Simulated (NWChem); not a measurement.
Species: Na cation

Problem. Give the principal values of the shielding tensors (ppm) of Na1 from PBE/cc-pVTZ, GIAO (NWChem), with their diamagnetic and paramagnetic parts as GIAO splits them.

Solution. 
```tsv
atom	σ11	σ22	σ33	isotropic	diamagnetic	paramagnetic
Na1	622.5	622.5	622.5	622.5	622.5	0.0
```
